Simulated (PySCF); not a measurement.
## Phosphorus: a sound run and one with changed settings

Sound run: P [Ne] 3s2 3p3, P⁺ [Ne] 3s2 3p2. Calculation: PySCF 2.14, in pcseg-2 (5s4p2d1f, 34 functions); no relativity, point nucleus. In the sound run the correlated levels freeze [Ne]. The sound run starts from symmetry-adapted Hartree-Fock orbitals and uses a fine grid where one is needed.

Changed run: a valence shell is frozen. This setting is unsound on purpose.

```csv
species,method,sound run (hartree),changed run (hartree),converged
P,MP2,-340.78445,-340.72492,yes
P,CCSD(T),-340.80402,-340.72978,yes
P⁺,MP2,-340.40357,-340.35030,yes
P⁺,CCSD(T),-340.42493,-340.35261,yes
```

Ionisation energy of P:

| method | sound run (eV) | changed run (eV) |
| --- | --- | --- |
| UHF | 9.927 | 9.927 |
| MP2 | 10.364 | 10.194 |
| SCS-MP2 | 10.219 | 10.016 |
| CCSD | 10.292 | 10.258 |
| CCSD(T) | 10.316 | 10.263 |

Freezing a valence shell removes pair correlation that changes on ionisation.

For comparison, NIST gives 10.487 eV between the lowest levels.
